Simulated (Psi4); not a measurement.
# B2H4F− (SMILES B[BH2-]F) at HF/6-31+G(d) (density fitting, Cartesian functions), part 1 of 2

Aim: the vertical ionisation energy of B2H4F− at HF/6-31+G* (density fitting, Cartesian functions), from 2 runs. 

The calculation is run with Psi4 1.11.

2 further runs of the same task are left out: 2 set aside as unsound or not needed.

## 1. The molecule

The species is B2H4F− (7 atoms), meant as a singlet with charge -1. SMILES: `B[BH2-]F`. The shape is that of a GFN2-xTB optimisation.

Bond lengths: B1–B2 1.681 Å, B2–F3 1.482 Å, B1–H4 1.197 Å, B1–H5 1.194 Å, B2–H6 1.236 Å, B2–H7 1.237 Å. Angles: B1–B2–F3 115.0°, B1–B2–H6 111.7°, B1–B2–H7 111.7°, F3–B2–H6 105.7°, F3–B2–H7 105.6°, B2–B1–H4 120.9°, B2–B1–H5 127.4°, H6–B2–H7 106.6°, H4–B1–H5 111.7°.

## 2. Energy and gradient at HF/6-31+G(d) (density fitting, Cartesian functions)

File b2fh4.json:

```json
{
  "schema_name": "qcschema_input",
  "schema_version": 1,
  "molecule": {
    "schema_name": "qcschema_molecule",
    "schema_version": 2,
    "symbols": ["B", "B", "F", "H", "H", "H", "H"],
    "geometry": [-1.05350342, -1.03383137, -1.14630787, 0.69704438, 0.74120728, 0.82157733, 3.46520969, 0.41022175, 0.56502811, -3.31250092, -0.92262099, -1.11289751, -0.31273078, -2.50222416, -2.69159361, 0.21163043, 0.28419591, 3.0601469, 0.30483172, 3.02307047, 0.50406555],
    "molecular_charge": -1,
    "molecular_multiplicity": 1,
    "fix_symmetry": "c1"
  },
  "driver": "gradient",
  "model": {
    "method": "hf",
    "basis": "6-31+G*"
  },
  "keywords": {}
}
```

Command:

```bash
$ psi4 --qcschema b2fh4.json -n 1 --memory 1600MB
```

stdout:

```text
Psi4 1.11 release

gradient() will perform analytic gradient computation.

   => Loading Basis Set <=

    Name: 6-31+G*
    Role: ORBITAL
    Keyword: BASIS

         ---------------------------------------------------------
                                   SCF
                              RHF Reference
                        1 Threads,   1525 MiB Core
         ---------------------------------------------------------

  ==> Geometry <==

    Molecular point group: c1
    Full point group: C1

    Geometry (in Bohr), charge = -1, multiplicity = 1:

       Center              X                  Y                   Z               Mass
    ------------   -----------------  -----------------  -----------------  -----------------
         B           -2.358235679840    -1.132691260768    -1.299863345957    11.009305360000
         B           -0.607687879840     0.642347389232     0.668021854043    11.009305360000
         F            2.160477430160     0.311361859232     0.411472634043    18.998403162730
         H           -4.617233179840    -1.021480880768    -1.266452985957     1.007825032230
         H           -1.617463039840    -2.601084050768    -2.845149085957     1.007825032230
         H           -1.093101829840     0.185336019232     2.906591424043     1.007825032230
         H           -0.999900539840     2.924210579232     0.350510074043     1.007825032230

  Running in c1 symmetry.

  Rotational constants: A =      1.24951  B =      0.27193  C =      0.23570 [cm^-1]
  Rotational constants: A =  37459.47245  B =   8152.30262  C =   7066.24927 [MHz]
  Nuclear repulsion =   54.246339671864021

  Charge       = -1
  Multiplicity = 1
  Electrons    = 24
  Nalpha       = 12
  Nbeta        = 12

  ==> Algorithm <==

  SCF Algorithm Type is DF.
  DIIS enabled.
  MOM disabled.
  Fractional occupation disabled.
  Guess Type is SAD.
  Energy threshold   = 1.00e-08
  Density threshold  = 1.00e-08
  Integral threshold = 1.00e-12

  ==> Primary Basis <==

  Basis Set: 6-31+G*
    Blend: 6-31+G*
    Number of shells: 32
    Number of basis functions: 65
    Number of Cartesian functions: 65
    Spherical Harmonics?: false
    Max angular momentum: 2

   => Loading Basis Set <=

    Name: (6-31+G* AUX)
    Role: JKFIT
    Keyword: DF_BASIS_SCF

  ==> Integral Setup <==

  DFHelper Memory: AOs need 0.015 GiB; user supplied 1.118 GiB.
  SCF_SUBTYPE=INCORE selected. In-core MEM_DF algorithm will be used.
  Using in-core AOs.

  ==> MemDFJK: Density-Fitted J/K Matrices <==

    J tasked:                   Yes
    K tasked:                   Yes
    wK tasked:                   No
    Memory [MiB]:              1144
    Algorithm:                 Core
    Schwarz Cutoff:           1E-12
    Mask sparsity (%):       0.0947
    Fitting Condition:        1E-10

   => Auxiliary Basis Set <=

  Basis Set: (6-31+G* AUX)
    Blend: HEAVY-AUG-CC-PVDZ-JKFIT
    Number of shells: 120
    Number of basis functions: 403
    Number of Cartesian functions: 403
    Spherical Harmonics?: false
    Max angular momentum: 3

  Minimum eigenvalue in the overlap matrix is 3.0802185592E-04.
  Reciprocal condition number of the overlap matrix is 3.8698953333E-05.
    Using symmetric orthogonalization.

  ==> Pre-Iterations <==

  SCF Guess: Superposition of Atomic Densities via on-the-fly atomic UHF (no occupation information).

   -------------------------
    Irrep   Nso     Nmo
   -------------------------
     A         65      65
   -------------------------
    Total      65      65
   -------------------------

  ==> Iterations <==

                           Total Energy        Delta E     RMS |[F,P]|

   @DF-RHF iter SAD:  -149.82144901329232   -1.49821e+02   0.00000e+00
   @DF-RHF iter   1:  -151.03153846827215   -1.21009e+00   6.56501e-03 DIIS/ADIIS
   @DF-RHF iter   2:  -151.12297169333263   -9.14332e-02   3.63515e-03 DIIS/ADIIS
   @DF-RHF iter   3:  -151.14222020902179   -1.92485e-02   5.92119e-04 DIIS/ADIIS
   @DF-RHF iter   4:  -151.14343708466566   -1.21688e-03   2.00216e-04 DIIS/ADIIS
   @DF-RHF iter   5:  -151.14369831521466   -2.61231e-04   4.00566e-05 DIIS
   @DF-RHF iter   6:  -151.14371450645112   -1.61912e-05   9.71337e-06 DIIS
   @DF-RHF iter   7:  -151.14371536840497   -8.61954e-07   1.86036e-06 DIIS
   @DF-RHF iter   8:  -151.14371539361150   -2.52065e-08   4.39091e-07 DIIS
   @DF-RHF iter   9:  -151.14371539504566   -1.43416e-09   8.63031e-08 DIIS
   @DF-RHF iter  10:  -151.14371539510461   -5.89466e-11   1.52254e-08 DIIS
   @DF-RHF iter  11:  -151.14371539510611   -1.50635e-12   2.98464e-09 DIIS
  Energy and wave function converged.

  ==> Post-Iterations <==

    Orbital Energies [Eh]
    ---------------------

    Doubly Occupied:

       1A    -26.010460     2A     -7.381508     3A     -7.343182
       4A     -1.285910     5A     -0.531944     6A     -0.456788
       7A     -0.383981     8A     -0.383013     9A     -0.339273
      10A     -0.280460    11A     -0.198915    12A     -0.170631

    Virtual:

      13A      0.187720    14A      0.199579    15A      0.222222
      16A      0.230025    17A      0.241677    18A      0.247508
      19A      0.267933    20A      0.310139    21A      0.333489
      22A      0.491403    23A      0.498801    24A      0.542942
      25A      0.567829    26A      0.582655    27A      0.599734
      28A      0.615164    29A      0.653880    30A      0.685099
      31A      0.705885    32A      0.864210    33A      0.933489
      34A      0.944270    35A      0.979641    36A      0.984320
      37A      1.023378    38A      1.174781    39A      1.369538
      40A      1.376693    41A      1.408450    42A      1.485135
      43A      1.552487    44A      1.601253    45A      1.717583
      46A      1.810935    47A      1.984398    48A      2.083802
      49A      2.084787    50A      2.148078    51A      2.151148
      52A      2.177309    53A      2.273464    54A      2.310800
      55A      2.410023    56A      2.472496    57A      2.493912
      58A      2.553624    59A      2.608468    60A      2.782386
      61A      2.931616    62A      3.560520    63A      4.048110
      64A      4.275582    65A      5.669993

    Final Occupation by Irrep:
              A
    DOCC [    12 ]
    NA   [    12 ]
    NB   [    12 ]

  @DF-RHF Final Energy:  -151.14371539510611

   => Energetics <=

    Nuclear Repulsion Energy =             54.2463396718640212
    One-Electron Energy =                -321.2479822051749920
    Two-Electron Energy =                 115.8579271382048717
    Total Energy =                       -151.1437153951061134

Computation Completed

Properties will be evaluated at   0.000000,   0.000000,   0.000000 [a0]

Properties computed using the SCF density matrix

 Multipole Moments:

 ------------------------------------------------------------------------------------
     Multipole            Electronic (a.u.)      Nuclear  (a.u.)        Total (a.u.)
 ------------------------------------------------------------------------------------

 L = 1.  Multiply by 2.5417464519 to convert [e a0] to [Debye]
 Dipole X            :          3.8373303           -3.7130195            0.1243108
 Dipole Y            :         -0.2184673           -0.1624810           -0.3809483
 Dipole Z            :         -0.0917517           -0.3104543           -0.4022060
 Magnitude           :                                                    0.5677539

 ------------------------------------------------------------------------------------

	total time  =          2 seconds =       0.03 minutes

         ------------------------------------------------------------
                                   SCF GRAD
         ------------------------------------------------------------

  ==> Geometry <==

    Molecular point group: c1
    Full point group: C1

    Geometry (in Bohr), charge = -1, multiplicity = 1:

       Center              X                  Y                   Z               Mass
    ------------   -----------------  -----------------  -----------------  -----------------
         B           -2.358235679840    -1.132691260768    -1.299863345957    11.009305360000
         B           -0.607687879840     0.642347389232     0.668021854043    11.009305360000
         F            2.160477430160     0.311361859232     0.411472634043    18.998403162730
         H           -4.617233179840    -1.021480880768    -1.266452985957     1.007825032230
         H           -1.617463039840    -2.601084050768    -2.845149085957     1.007825032230
         H           -1.093101829840     0.185336019232     2.906591424043     1.007825032230
         H           -0.999900539840     2.924210579232     0.350510074043     1.007825032230

  Nuclear repulsion =   54.246339671864021

  ==> Basis Set <==

  Basis Set: 6-31+G*
    Blend: 6-31+G*
    Number of shells: 32
    Number of basis functions: 65
    Number of Cartesian functions: 65
    Spherical Harmonics?: false
    Max angular momentum: 2

  ==> DFJKGrad: Density-Fitted SCF Gradients <==

    Gradient:                    1
    J tasked:                  Yes
    K tasked:                  Yes
    wK tasked:                  No
    Integrals threads:           1
    Memory [MiB]:             1144
    Schwarz Cutoff:          1E-12
    Fitting Condition:       1E-10

   => Auxiliary Basis Set <=

  Basis Set: (6-31+G* AUX)
    Blend: HEAVY-AUG-CC-PVDZ-JKFIT
    Number of shells: 120
    Number of basis functions: 403
    Number of Cartesian functions: 403
    Spherical Harmonics?: false
    Max angular momentum: 3

  -Total Gradient:
     Atom            X                  Y                   Z
    ------   -----------------  -----------------  -----------------
       1        0.003138409563     0.000071840409     0.000164449552
       2       -0.021899238519    -0.007843371293    -0.008818492092
       3        0.000062629128     0.002813688441     0.002904885860
       4        0.009942962250    -0.000407361843    -0.000072112532
       5       -0.004190309397     0.006355387288     0.006667899850
       6        0.006567322386     0.002770398500    -0.003536183045
       7        0.006378224590    -0.003760581502     0.002689552406

	total time  =          0 seconds =       0.00 minutes

    Psi4 run time: 0:00:01.71
```

The result, in JSON:

```text
{
 "driver": "gradient",
 "model": {
  "method": "hf",
  "basis": "6-31+G*"
 },
 "success": true,
 "return_result": [0.003138409563098979, 7.184040930553748e-05, 0.00016444955204483747, -0.021899238519311012, -0.007843371293040746, -0.008818492091503288, 6.262912776033858e-05, 0.0028136884409397187, 0.0029048858598202127, 0.009942962249970905, -0.0004073618426664403, -7.211253171251868e-05, -0.004190309397145778, 0.006355387287675207, 0.006667899849971487, 0.006567322386037126, 0.0027703985000474204, -0.0035361830449278375, 0.006378224589599142, -0.003760581501992377, 0.002689552406315219],
 "properties": {
  "calcinfo_nbasis": 65,
  "calcinfo_nmo": 65,
  "calcinfo_nalpha": 12,
  "calcinfo_nbeta": 12,
  "calcinfo_natom": 7,
  "nuclear_repulsion_energy": 54.24633967186402,
  "return_energy": -151.1437153951061,
  "return_gradient": [0.003138409563098979, 7.184040930553748e-05, 0.00016444955204483747, -0.021899238519311012, -0.007843371293040746, -0.008818492091503288, 6.262912776033858e-05, 0.0028136884409397187, 0.0029048858598202127, 0.009942962249970905, -0.0004073618426664403, -7.211253171251868e-05, -0.004190309397145778, 0.006355387287675207, 0.006667899849971487, 0.006567322386037126, 0.0027703985000474204, -0.0035361830449278375, 0.006378224589599142, -0.003760581501992377, 0.002689552406315219],
  "scf_one_electron_energy": -321.247982205175,
  "scf_two_electron_energy": 115.85792713820487,
  "scf_dipole_moment": [0.12431077654036571, -0.3809482608026695, -0.4022060386964916],
  "scf_total_energy": -151.1437153951061,
  "scf_total_gradient": [0.003138409563098979, 7.184040930553748e-05, 0.00016444955204483747, -0.021899238519311012, -0.007843371293040746, -0.008818492091503288, 6.262912776033858e-05, 0.0028136884409397187, 0.0029048858598202127, 0.009942962249970905, -0.0004073618426664403, -7.211253171251868e-05, -0.004190309397145778, 0.006355387287675207, 0.006667899849971487, 0.006567322386037126, 0.0027703985000474204, -0.0035361830449278375, 0.006378224589599142, -0.003760581501992377, 0.002689552406315219],
  "scf_iterations": 11
 }
}
```

Run time: 3.6 s. Hardware: 1 thread of Intel Xeon Platinum 8488C (Sapphire Rapids), shared host; peak memory 0.21 GiB.

(Continued in part 2 of 2.)
